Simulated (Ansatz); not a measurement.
Geometry optimisation, RHF/def2-SVP (Ansatz).

The input (input.yaml):

```yaml
crystal:
  periodic: [false, false, false]
  atoms:
    - { symbol: O, position_ang: [1.9874, -0.9723, 0.852] }
    - { symbol: C, position_ang: [0.5693, -1.1252, 0.5033] }
    - { symbol: C, position_ang: [0.1068, -0.0095, -0.4062] }
    - { symbol: C, position_ang: [-0.8251, 0.8277, -0.2144] }
    - { symbol: S, position_ang: [-1.2583, 2.0444, -1.3881] }
    - { symbol: Cl, position_ang: [-1.9529, 0.7336, 1.1529] }
    - { symbol: H, position_ang: [2.4867, -1.02, 0.0296] }
    - { symbol: H, position_ang: [0.5136, -2.0671, -0.0157] }
    - { symbol: H, position_ang: [0.0122, -1.1633, 1.4792] }
    - { symbol: H, position_ang: [0.7479, 0.113, -1.2639] }
    - { symbol: H, position_ang: [-2.3223, 2.5816, -0.708] }
basis:
  gaussian: { orbitals: def2-SVP }
hamiltonian:
  xc: hf
relax:
  f_tol: 0.015
  max_steps: 40
```

Run as:

```bash
$ ansatz run input.yaml --threads 2 --pin off --max-ram 3072MiB --backend cpu --events-out ev --progress --plain --runs-dir out
```

Q: Where does it end, and by what steps?

A: The run ended unconverged. After 39 steps the energy has fallen by 0.501 eV; Cl6 moved furthest, 1.48 Å.

```json
{"step": "0", "energy less start (eV)": "0.0000", "largest force component (eV/Å)": "3.816", "accepted": "yes"}
{"step": "2", "energy less start (eV)": "-0.3189", "largest force component (eV/Å)": "0.794", "accepted": "yes"}
{"step": "4", "energy less start (eV)": "-0.3706", "largest force component (eV/Å)": "0.373", "accepted": "yes"}
{"step": "6", "energy less start (eV)": "-0.3656", "largest force component (eV/Å)": "0.863", "accepted": "no"}
{"step": "8", "energy less start (eV)": "-0.4066", "largest force component (eV/Å)": "0.288", "accepted": "yes"}
{"step": "10", "energy less start (eV)": "-0.4390", "largest force component (eV/Å)": "0.094", "accepted": "yes"}
{"step": "12", "energy less start (eV)": "-0.4420", "largest force component (eV/Å)": "0.152", "accepted": "yes"}
{"step": "14", "energy less start (eV)": "-0.4429", "largest force component (eV/Å)": "0.138", "accepted": "yes"}
{"step": "16", "energy less start (eV)": "-0.4463", "largest force component (eV/Å)": "0.043", "accepted": "yes"}
{"step": "18", "energy less start (eV)": "-0.4480", "largest force component (eV/Å)": "0.163", "accepted": "yes"}
{"step": "20", "energy less start (eV)": "-0.4517", "largest force component (eV/Å)": "0.074", "accepted": "yes"}
{"step": "22", "energy less start (eV)": "-0.4511", "largest force component (eV/Å)": "0.526", "accepted": "no"}
{"step": "24", "energy less start (eV)": "-0.4560", "largest force component (eV/Å)": "0.033", "accepted": "yes"}
{"step": "26", "energy less start (eV)": "-0.4591", "largest force component (eV/Å)": "0.400", "accepted": "no"}
{"step": "28", "energy less start (eV)": "-0.4698", "largest force component (eV/Å)": "0.067", "accepted": "yes"}
{"step": "30", "energy less start (eV)": "-0.4754", "largest force component (eV/Å)": "0.252", "accepted": "yes"}
{"step": "32", "energy less start (eV)": "-0.4785", "largest force component (eV/Å)": "0.367", "accepted": "no"}
{"step": "34", "energy less start (eV)": "-0.4952", "largest force component (eV/Å)": "0.261", "accepted": "no"}
{"step": "36", "energy less start (eV)": "-0.4986", "largest force component (eV/Å)": "0.072", "accepted": "yes"}
{"step": "38", "energy less start (eV)": "-0.5001", "largest force component (eV/Å)": "0.077", "accepted": "yes"}
{"step": "39", "energy less start (eV)": "-0.5005", "largest force component (eV/Å)": "0.021", "accepted": "yes"}
```

```xyz
11
Properties=species:S:1:pos:R:3
O 1.957 -1.387 0.236
C 0.776 -0.853 0.748
C 0.299 0.316 -0.072
C -0.946 0.624 -0.397
S -1.333 1.956 -1.501
Cl -2.308 -0.315 0.168
H 1.786 -1.811 -0.590
H -0.005 -1.608 0.839
H 1.006 -0.503 1.756
H 1.081 0.973 -0.435
H -2.249 2.552 -0.732
```

Time of the run: 75 s on 2 threads of Arm Neoverse V1 (shared host), peak memory 0.27 GiB.
